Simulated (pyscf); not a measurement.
O=AsH + AsH₃ -> O=As–AsH₂ + H₂ (four-centre exchange; singlet surface; As–H, As–H broken, As–As, H–H formed). Single points on ωB97X-D3(BJ)/def2-SVP structures (PySCF, gas phase). Energies in kJ/mol from the separated reactants.

| level | barrier | reaction energy |
|---|---|---|
| ωB97X-D3(BJ)/def2-TZVP | 80.6 | -49.9 |
| PBE/def2-TZVP | (withheld) | (withheld) |
| B3LYP-D3(BJ)/def2-TZVP | (withheld) | -42.9 |
| PBE0-D3(BJ)/def2-TZVP | 56.9 | -42.6 |
| M06-2X/def2-TZVP | 79.7 | -43.0 |
| ωB97M-D3(BJ)/def2-TZVP | 95.6 | -28.2 |

Q: Complete the blanks.

A: 
- PBE/def2-TZVP, barrier: 45.4
- PBE/def2-TZVP, reaction energy: -47.6
- B3LYP-D3(BJ)/def2-TZVP, barrier: 73.8

The functionals in the table span 50.2 kJ/mol in this barrier, from PBE to ωB97M-D3(BJ)/def2-TZVP. At the saddle there is also a short As–H contact that neither side keeps. O=AsH lies 31.2 kJ/mol over its isomer HO–As: [triplet] (electronic energy, ωB97M-D3(BJ)/def2-TZVP). O=As–AsH₂ lies 78.1 kJ/mol over its isomer HO–As=AsH (electronic energy, ωB97M-D3(BJ)/def2-TZVP). One saddle was located; it need not be the lowest between these sides. Elements up to Kr have no core potential and no relativistic terms here.
